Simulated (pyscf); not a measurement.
Single points on ωB97X-D3(BJ)/def2-SVP structures (PySCF, gas phase).

Question: `[OH][Sn]([OH])([OH])[OH]` + `[FH]` → `[OH2]` + `[OH][Sn]([OH])([OH])[F]`
Surface: singlet. Broken: O–Sn, F–H. Formed: H–O, F–Sn. Give ΔE‡ and ΔE from ωB97M-D3(BJ)/def2-TZVP, relative to the separated reactants.

Answer: ΔE‡ = -6.1 kcal/mol, ΔE = -7.1 kcal/mol. Zero-point energy shifts the barrier by +1.4 kcal/mol. It is a four-centre exchange, with an imaginary mode of 504i cm⁻¹. On the reactant side the descent ends in a bound adduct, 11.4 kcal/mol under the separated species and 4.7 kcal/mol under the saddle at ωB97X-D3(BJ)/def2-TZVP. On the product side the descent ends in an adduct with a O–Sn contact, 16.7 kcal/mol under the separated species and 16.6 kcal/mol under the saddle at ωB97X-D3(BJ)/def2-TZVP. At ωB97M-D3(BJ) the saddle lies under the separated reactants, which points to a path from their complex (located at ωB97X-D3(BJ) alone). What is counted as broken (O–Sn) persists as a longer contact in the product adduct; parting that adduct is a step of its own. This is the saddle that the search found; another between the same sides may lie lower. Elements past Kr carry the def2 core potentials, without spin-orbit coupling.
